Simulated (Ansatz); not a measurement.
Species: C2Cl3, charge 0, multiplicity 2. It need not be the lowest isomer of its formula. 
Structure (B3LYP-D3(BJ)/def2-TZVP (Ansatz, a program for electronic structure) minimum search):
```xyz
5

C      0.0087     0.2424     1.0148
C     -0.0009     0.3126    -0.2916
Cl     0.0124    -0.9384     2.1699
Cl    -0.0146    -1.0930    -1.3167
Cl    -0.0005     1.8355    -1.1084
```
Charge 0, spin multiplicity 2.

Parts of the frozen-core correlation energy in STO-3G (Ansatz, hartree). Frozen orbitals: 17; correlated occupied orbitals by spin: 15 and 14; virtual: 5 and 6. Open shells are spin-unrestricted. No spin-orbit coupling. Non-relativistic.

| term | value |
|---|---|
| reference (HF) | -1438.42242 |
| MP2 opposite-spin | (withheld) |
| MP2 same-spin | -0.02147 |
| CCSD correlation | (withheld) |
| (T) | (withheld) |
| T1 diagnostic | 0.036 |
| largest doubles amplitude | 0.132 |
| <S^2> of the reference | 1.111 |

Task: What belongs in the gaps?

Result: 
- MP2 opposite-spin, value: -0.08532
- CCSD correlation, value: -0.15119
- (T), value: -0.00326
